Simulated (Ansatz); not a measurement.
Si(vinyl)H3 (C2H6Si), relaxed as a singlet with RKS PBE-D4/def2-TZVP in Ansatz, starting from the GFN2-xTB geometry. Force threshold 0.02 eV/Å.

Start:

```xyz
9

Si    0.4423    1.0384    0.6696
C     0.1747   -0.2956   -0.6341
C    -0.7248   -1.2622   -0.5391
H     0.7989   -0.2692   -1.5199
H    -1.3762   -1.3467    0.3167
H    -0.8575   -2.0158   -1.3021
H    -0.7972    1.7937    0.8685
H     1.5004    1.9370    0.2031
H     0.8393    0.4203    1.9372
```

(1) Estimate the energy that the relaxation releases and the steps that it takes.

(2) Does the start keep its bonding and symmetry?

(3) Predict the relaxed structure.

## Answers

(1) 0.11 eV, in 17 steps; 12 s on 4 threads of Arm Neoverse V1 on a shared host. The force fell under the threshold at step 6, but the optimiser went on and released 0.061 eV more. No frequencies were taken in this run, so the end may be a saddle point.

(2) By distances, no bond broke or formed. The bond that changes most is Si1–H8, from 1.46 to 1.50 Å (atoms count from 1). Point group Cs at the start, Cs at the end, both within 0.05 Å.

(3) 
```xyz
9

Si    0.470    0.991    0.688
C     0.305   -0.458   -0.480
C    -0.843   -1.119   -0.681
H     1.195   -0.787   -1.030
H    -1.765   -0.840   -0.163
H    -0.916   -1.966   -1.369
H    -0.860    1.275    1.310
H     0.948    2.210   -0.040
H     1.467    0.694    1.765
```
Bond lengths: 1 × C–Si 1.87 Å; 1 × C–C 1.34 Å; 3 × H–Si 1.50 Å; 3 × C–H 1.09 to 1.10 Å.
